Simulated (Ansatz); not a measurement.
C$_{4}$H$_{7}$FO (`CO/C(C)=C\F`). The species carries charge 0 and has multiplicity 1. All single points use the PBE0-D4/def2-TZVP geometry. It is one conformer, not always the lowest.

```xyz
13

C    -1.903    0.482    0.090
O    -0.906   -0.510   -0.071
C     0.397   -0.166   -0.031
C     1.270   -1.360   -0.203
C     0.943    1.039    0.131
F     0.255    2.188    0.292
H    -2.854   -0.045    0.029
H    -1.850    1.232   -0.701
H    -1.820    0.975    1.061
H     2.324   -1.087   -0.174
H     1.058   -1.846   -1.158
H     1.073   -2.087    0.589
H     2.013    1.184    0.145
```

(1) What is the dipole moment at B3LYP/def2-TZVPP? (An estimate is asked.)

(2) And with PBE, r2SCAN, ωB97M-V? (An estimate is asked.)

(3) Give the Mulliken charges with B3LYP, PBE, ωB97M-V in def2-TZVPP. (Estimate.)

Results:

(1) The calculation gave: 0.67 D, with components (0.14, -0.65, -0.07) D in this frame, pointing from negative to positive charge.

(2) The calculation gave: PBE 0.61 D, r2SCAN 0.67 D, ωB97M-V 0.67 D.

(3) Computed: 
| atom | B3LYP | PBE | ωB97M-V |
| --- | --- | --- | --- |
| C1 | -0.15 | -0.16 | -0.22 |
| O2 | -0.29 | -0.22 | -0.28 |
| C3 | 0.15 | 0.11 | 0.15 |
| C4 | -0.23 | -0.23 | -0.29 |
| C5 | 0.05 | 0.02 | 0.05 |
| F6 | -0.23 | -0.18 | -0.21 |
| H7 | 0.12 | 0.11 | 0.13 |
| H8 | 0.12 | 0.11 | 0.14 |
| H9 | 0.12 | 0.11 | 0.14 |
| H10 | 0.08 | 0.08 | 0.09 |
| H11 | 0.09 | 0.09 | 0.11 |
| H12 | 0.09 | 0.09 | 0.11 |
| H13 | 0.09 | 0.07 | 0.08 |

B3LYP here is the variant with VWN-RPA as its local correlation; programs differ in this.
